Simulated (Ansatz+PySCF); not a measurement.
Values are calculated unless marked as measured or tabulated.
A run of PySCF 2.14.0 on doublet C₂H₄Cl at this shape:

```yaml
atoms:
  - { symbol: C, position_ang: [0.0144, 0.0000, -0.9057] }
  - { symbol: C, position_ang: [-0.2534, 0.0000, 0.5246] }
  - { symbol: Cl, position_ang: [1.3345, 0.0000, 1.4722] }
  - { symbol: H, position_ang: [0.2060, 0.9290, -1.4272] }
  - { symbol: H, position_ang: [0.2060, -0.9290, -1.4272] }
  - { symbol: H, position_ang: [-0.7537, 0.8960, 0.8816] }
  - { symbol: H, position_ang: [-0.7537, -0.8960, 0.8816] }
```

Its results:

- Converged: yes
- Reference energy: -537.56699 hartree
- Correlation energy: -0.50780 hartree
- Total energy: -538.07479 hartree
- Spin squared of the determinant: 0.769

**Question.** Which input gives this output? Name the method, the orbitals and the basis set, and write the input.

**Answer.** UHF-MP2 in cc-pVTZ on H, C; cc-pV(T+d)Z on Cl.

```python
from pyscf import gto, scf, mp

# the (T+d) and (D+d) sets load through basis_set_exchange
mol = gto.M(atom="""
C 0.014440 0.000000 -0.905740
C -0.253440 0.000000 0.524640
Cl 1.334510 0.000000 1.472230
H 0.205980 0.928960 -1.427210
H 0.205980 -0.928960 -1.427210
H -0.753740 0.895980 0.881640
H -0.753740 -0.895980 0.881640
""", basis={'C': 'cc-pvtz', 'Cl': 'cc-pv(t+d)z', 'H': 'cc-pvtz'}, charge=0, spin=1)
mf = scf.UHF(mol)
mf.kernel()
pt = mp.MP2(mf, frozen=7).run()
print(mf.e_tot, pt.e_corr, pt.e_tot)
```
